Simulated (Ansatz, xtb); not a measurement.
Relative energy of two conformers of CHF2OS+

Structure X: `O/C(F)=[S+]\F`, a singlet. Structure Y: `O/C(F)=[S+]\F`, a singlet. Both are isolated ions in the gas phase, relaxed with PBE0-D3(BJ)/def2-SVP.

X (Å):

```xyz
6

C     0.2167   -0.1400   -1.4299
F    -0.7773   -0.8006   -0.9783
F     1.5613    0.9888   -3.1814
O     1.1468    0.2336   -0.6663
S     0.1946    0.1901   -3.0924
H     1.0463   -0.0182    0.2771
```

Y (Å):

```xyz
6

C     0.1557   -0.0133   -2.0161
F    -0.6070   -0.1295   -3.0175
F     2.0309    0.8104   -0.6954
O    -0.1223   -0.7054   -1.0031
S     1.4627    1.0704   -2.1760
H     0.4903   -0.5909   -0.2438
```

**Question.** Which of the two would you expect CCSD(T)/def2-SVP + ΔMP2/def2-TZVPP electronic energies to favour?

**Answer.** Too close to call at this level: CCSD(T)/def2-SVP + ΔMP2/def2-TZVPP gives E(Y) − E(X) = −0.16 kcal/mol.

The same difference at several levels:

```csv
level,geometry,E(Y) − E(X) (kcal/mol),departure from the last row (kcal/mol),"job, with rough time for the two"
PBE0-D3(BJ)/def2-SVP,PBE0-D3(BJ)/def2-SVP,−0.69,−0.53,"optimisation, 34 s"
HF/def2-SVP,PBE0-D3(BJ)/def2-SVP,−0.77,−0.61,part of the CCSD(T) run
MP2/def2-SVP,PBE0-D3(BJ)/def2-SVP,−0.72,−0.57,part of the CCSD(T) run
CCSD(T)/def2-SVP,PBE0-D3(BJ)/def2-SVP,−0.91,−0.75,single point
CCSD(T)/def2-SVP + ΔMP2/def2-TZVPP,PBE0-D3(BJ)/def2-SVP,−0.16,,"single point, 30 s"
```

The largest departure from CCSD(T)/def2-SVP + ΔMP2/def2-TZVPP is that of CCSD(T)/def2-SVP, 0.75 kcal/mol. Levels run at GFN2-xTB geometries aren't shown. The last row adds to CCSD(T) the change of the MP2 difference between the two basis sets, here +0.75 kcal/mol.

With harmonic frequencies from PBE0-D3(BJ)/def2-SVP (ideal gas, rigid rotor, one conformer each, 298.15 K, 1 atm): the zero-point term adds +0.19 kcal/mol; ΔH is −0.04 and ΔG +0.10 kcal/mol.

The correlated steps freeze 9 core orbitals. Codes used: Ansatz 0.2.0; the last row on 1 thread of AMD EPYC 7R43 64-Core Processor (Zen 3) on a shared host.
